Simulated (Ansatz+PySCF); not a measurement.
Results of a calculation; reference values are marked as such.
Input for Ansatz (development build ahead of 0.2.0):

```yaml
crystal:
  periodic: [false, false, false]
  atoms:
    - { symbol: B, position_ang: [0.0, 0.0, 0.0] }
    - { symbol: Na, position_ang: [0.71978, 0.95971, 2.07784] }
basis:
  gaussian: { orbitals: STO-3G }
total_charge: 1
magnetization:
  spin_polarized: true
  initial_magnetization: 3
hamiltonian:
  xc: hf
correlation:
  method: ccsd_t
  frozen_orbitals: { B: 1, Na: 1 }
scf:
  omitted_lower_state_checks: [stability, starts, atomic_configurations, cluster_reference, orbital_swaps, given_window_search, neighbouring_geometries, increment]
```

The input is written out in the form of the current development build from the run's settings.

Results

| Quantity | Value |
| --- | --- |
| Converged | yes |
| Reference energy | -183.87607 hartree |
| CCSD correlation energy | -0.04000 hartree |
| Triples correction | -0.00165 hartree |
| Total energy | -183.91772 hartree |
| Spin squared of the determinant | 3.750 |
| T1 diagnostic | 0.005 |
| Largest doubles amplitude | 0.03 |
| Occupied orbitals by symmetry in an Abelian subgroup (alpha; beta) | 6 A1 2 B1 1 B2; 4 A1 1 B1 1 B2 |
